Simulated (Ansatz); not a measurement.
A nudged elastic band was laid between two geometries of Al2H4O (7 atoms, charge 0, multiplicity 1).

Computed with RKS CAM-B3LYP-D4/def2-SVP in Ansatz.

```
movable images  : 7
climbing image  : yes
spring          : 5.0 eV/Å²
optimiser       : quadratic models (default)
start path      : through a guess of the saddle point
force threshold : 0.05 eV/Å
iteration limit : 60
end points      : relaxed
```

Initial state:

```xyz
7
Properties=species:S:1:pos:R:3
O -1.758 -0.903 -0.391
Al -0.411 0.061 -0.811
Al 1.323 0.344 1.058
H -2.501 -1.114 -0.962
H -0.382 0.667 -2.286
H 2.537 -0.668 1.245
H 1.253 1.544 2.102
```

Final state:

```xyz
7
Properties=species:S:1:pos:R:3
O -2.339 -1.202 -0.556
Al -0.892 -0.472 -0.206
Al 1.494 0.744 0.341
H -3.172 -1.621 -0.756
H 1.656 1.458 -1.073
H 0.989 1.610 1.579
H 2.325 -0.584 0.625
```

**Question.** What changes between the two ends?

**Answer.** Bonds broken: Al2–H5. Bonds formed: Al3–H5.

**Question.** What energy profile does the band end with?

**Answer.** It converged. The highest image is number 4 of 0 to 8, 58.3 kJ/mol above the first end and 52.3 kJ/mol above the last; the last end lies 6.0 kJ/mol above the first. A vibrational analysis at the climbing image gives one clearly imaginary mode, 292i cm⁻¹: a first-order saddle point. The orbitals stay closed-shell, which can raise the energy where a bond breaks towards radicals; this wasn't checked here.

```tsv
image	path coordinate (Å)	energy (kJ/mol)	Al2–H5 (Å)	Al3–H5 (Å)
0	0.00	0.0	1.59	3.77
1	1.56	3.6	1.59	3.76
2	3.12	3.4	1.59	3.77
3	4.68	5.6	1.59	3.54
4	6.24	58.3	1.69	2.35
5	6.94	21.0	2.14	1.70
6	7.64	10.7	2.74	1.61
7	8.33	7.3	3.09	1.60
8	9.03	6.0	3.31	1.59
```

**Question.** What is the geometry of the highest image?

**Answer.** 
```xyz
7
Properties=species:S:1:pos:R:3
O -1.615 -1.240 -1.423
Al -0.398 -0.514 -0.503
Al 1.518 0.297 0.691
H -2.535 -0.985 -1.521
H -0.744 0.866 0.407
H 1.579 -0.043 2.235
H 2.256 1.551 0.068
```

**Question.** What are the harmonic wavenumbers there?

**Answer.** 292i, 124, 301, 334, 399, 436, 533, 540, 613, 759, 928, 1574, 1942, 1956, 3954 cm⁻¹.

Run time: 3.7 min on 2 threads of Intel(R) Xeon(R) Platinum 8375C CPU @ 2.90GHz (Ice Lake), on a shared host, peak memory 0.16 GiB.
